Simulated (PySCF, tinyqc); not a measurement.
Worked calculation: RHF in the sto-3g basis, for LiH, spin multiplicity 1. The lowest restricted solution is unstable here: a spin-polarised one lies 0.0063 hartree lower (PySCF). One step of it, computed by the program tinyqc.

Question. Iteration 2: diagonalisation and new density. Diagonalise F' = X^T F X, C = X C', fill 2 alpha and 2 beta electrons from the bottom; D = 2 C_occ C_occ^T. Each column has its largest component positive (the first on a tie).

Fock matrix F (hartree), lower triangle:
```
,1Li 1s,1Li 2s,1Li 2px,1Li 2py,1Li 2pz,2H 1s
1Li 1s,-2.174650
1Li 2s,-0.597934,-0.068939
1Li 2px,0.000000,0.000000,0.197866
1Li 2py,0.000000,0.000000,0.089481,0.055632
1Li 2pz,-0.008167,-0.086641,0.000000,0.000000,0.175883
2H 1s,-0.043811,-0.118434,0.000000,0.000000,-0.152395,-0.291495
```

X, lower triangle:
```
,1Li 1s,1Li 2s,1Li 2px,1Li 2py,1Li 2pz,2H 1s
1Li 1s,1.023414
1Li 2s,-0.129292,1.052075
1Li 2px,0.000000,0.000000,1.000000
1Li 2py,0.000000,0.000000,0.000000,1.000000
1Li 2pz,-0.005814,0.041394,0.000000,0.000000,1.058490
2H 1s,0.017956,-0.147286,0.000000,0.000000,-0.209075,1.086628
```

Give: F' = X^T F X; orbital energies; coefficients C; D after iteration 2.

Answer.

F' = X^T F X (hartree), lower triangle:
```
,1,2,3,4,5,6
1,-2.1217
2,-0.3533,0.0734
3,0.0000,0.0000,0.1979
4,0.0000,0.0000,0.0895,0.0556
5,-0.0064,-0.0439,0.0000,0.0000,0.2463
6,0.0139,-0.0857,0.0000,0.0000,-0.1494,-0.2354
```

orbital energies (hartree): MO1 -2.1773, MO2 -0.2991, MO3 0.0124, MO4 0.1481, MO5 0.2410, MO6 0.2909

coefficients C:
```
,MO1,MO2,MO3,MO4,MO5,MO6
1Li 1s,0.9909,-0.0487,0.0000,-0.2826,0.0000,0.0178
1Li 2s,0.0357,0.1033,0.0000,1.0644,0.0000,-0.0454
1Li 2px,0.0000,0.0000,-0.4346,0.0000,0.9006,0.0000
1Li 2py,0.0000,0.0000,0.9006,0.0000,0.4346,0.0000
1Li 2pz,0.0064,0.1027,0.0000,0.1470,0.0000,1.0647
2H 1s,-0.0060,0.9288,0.0000,-0.4158,0.0000,-0.4592
```

D after iteration 2, lower triangle:
```
,1Li 1s,1Li 2s,1Li 2px,1Li 2py,1Li 2pz,2H 1s
1Li 1s,1.9685
1Li 2s,0.0608,0.0239
1Li 2px,0.0000,0.0000,0.0000
1Li 2py,0.0000,0.0000,0.0000,0.0000
1Li 2pz,0.0027,0.0217,0.0000,0.0000,0.0212
2H 1s,-0.1024,0.1915,0.0000,0.0000,0.1907,1.7255
```
